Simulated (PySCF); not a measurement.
Gas-phase reaction: Si₂H₆ + C₂H₆ = 2 H₂CSiH₂ + 4 H

Computed with PySCF and rigid-rotor harmonic-oscillator thermochemistry at 1 bar. † marks an energy on the PBE0/def2-TZVP geometry and frequencies; other levels use their own. CCSD(T) freezes the core. 6-31G* has spherical d functions here. Open shells (unrestricted): H (multiplicity 2); the rest are closed-shell singlets. B3LYP is the form with VWN-RPA correlation. H₂CSiH₂: computed as isolated molecules; such fragments, hydroxides, amides, oligomers or adducts are transient or little studied in the gas. CCSD(T) isn't extrapolated to the basis-set limit.

```tsv
level	ΔH°(298 K), kJ
B3LYP/6-31G*	[?]
B3LYP/def2-TZVP†	[?]
BLYP/def2-TZVP†	1220
CCSD(T)/def2-TZVPP†	1259
HF/6-31G*	[?]
M06-2X/def2-TZVP†	1260
LDA/def2-TZVP†	1343
```

**Question.** Some entries are withheld; supply them.

**Answer.** 
- B3LYP/6-31G*, ΔH°(298 K), kJ: 1295
- B3LYP/def2-TZVP†, ΔH°(298 K), kJ: 1265
- HF/6-31G*, ΔH°(298 K), kJ: 1124
